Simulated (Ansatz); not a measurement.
## C2H2O2 (glyoxal): from two basis sets to a third

C2H2O2: 6 atoms, total charge 0, spin state singlet. As SMILES, `O=CC=O`. The coordinates come from a PBE0-D4/def2-TZVP relaxation. This is one conformer, not always the lowest.

MP2 correlation energies, 4 core orbitals frozen (Ansatz 0.2.0):

| basis | X | correlation energy (Eh) |
| --- | --- | --- |
| cc-pV(D+d)Z | 2 | -0.613385 |
| cc-pV(T+d)Z | 3 | -0.765262 |
| cc-pV(Q+d)Z | 4 | ? |

Take E(X) = E∞ + A/X³, fix the two constants on the known rows and predict the third.


1. A = (-0.613385 − (-0.765262))/(1/8 − 1/27) = 1.72660 Eh.
2. E∞ = -0.765262 − 1.72660/27 = -0.829210 Eh.
3. X = 4: -0.829210 + 1.72660/64 = -0.802232 Eh.

The run gave -0.821188 Eh, so the prediction is off by +19.0 mEh, 34 % of the last step. The small sets lie short of the range where X⁻³ holds, so the true step is larger than predicted.
